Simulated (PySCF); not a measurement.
Compound: C5H12N (charge +1).
Z-matrix (Å and degrees, PBE0-D3(BJ)/def2-SVP geometry), rows numbered from 1:
```
C 
C   1  1.5233
C   2  1.5535  1  112.65
C   3  1.5224  2  106.40  1  -125.35
N   4  1.4998  3  102.97  2    26.21
C   5  1.4998  4  104.58  3   -40.99
H   1  1.0994  2  110.57  3   -59.41
H   1  1.1032  2  111.91  3    60.03
H   1  1.0997  2  111.39  3  -178.92
H   2  1.0994  1  108.76  3   122.17
H   3  1.1007  2  110.12  1    -5.67
H   3  1.0977  2  112.70  1   113.30
H   4  1.0978  3  115.61  2   146.00
H   4  1.0991  3  112.70  2   -88.01
H   5  1.0277  4  109.75  3    76.69
H   5  1.0264  4  113.17  3  -164.52
H   6  1.0981  2  114.83  1   -19.42
H   6  1.0986  2  112.63  1  -144.81
```

Probes without a nucleus sit at each ring's centroid and 1 Å off its mean plane on both sides; NICS is minus the shielding there, NICSzz its component along the normal. Level: GIAO B97-2/pcSseg-1 (PySCF, non-relativistic, gas phase) on the PBE0-D3(BJ)/def2-SVP geometry, one conformer.

Ring bond lengths (Å): C2–C3 1.553, C3–C4 1.522, C4–N5 1.500, N5–C6 1.500, C6–C2 1.536.

Task: Give the NICS values of each ring in ppm.

Result: 
```
          ring                                             type  NICS(0)  NICS(1), two faces  NICS(1)zz, two faces  rms pucker (Å)  centre to ring atoms, mean (Å)
C2–C3–C4–N5–C6  5-membered ring with N; formal bonds all single     -7.2         -3.5 / -4.2           -5.2 / -4.5            0.18                            1.27
```

Task: What can be read from them?

Result: 
- C2–C3–C4–N5–C6: mean NICS(1)zz -4.8 ppm, shielded. C2, C3, C4, N5, C6 have four or more neighbours, so the value isn't read as a sign of a π ring current.

Task: How shielded are the nuclei of the rings and their hydrogens (means over atoms taken as equivalent)?

Result: 
```
atoms                   environment  σ isotropic (ppm)
   C2                 sp3 CH carbon              152.1
   C3               ring CH2 carbon              151.9
   C4  sp3 carbon bound to nitrogen              130.4
   N5             ammonium nitrogen              189.0
   C6  sp3 carbon bound to nitrogen              125.5
  H10              methine hydrogen              28.44
  H11            methylene hydrogen              29.55
  H12            methylene hydrogen              28.45
  H13            methylene hydrogen              27.52
  H14            methylene hydrogen              28.15
  H15                  N–H hydrogen              27.19
  H16                  N–H hydrogen              26.89
  H17            methylene hydrogen              28.02
  H18            methylene hydrogen              28.02
```

The list is cut; further classes of hydrogen are left out.

Task: How do the values depend on the level or the medium?

Result: 
| level | NICS(0), C2–C3–C4–N5–C6 | mean NICS(1)zz, C2–C3–C4–N5–C6 |
| --- | --- | --- |
| B97-2/pcSseg-1, gas | -7.2 | -4.8 |
| PBE0/pcSseg-1, gas | -7.4 | -5.0 |

The geometry is the same throughout.
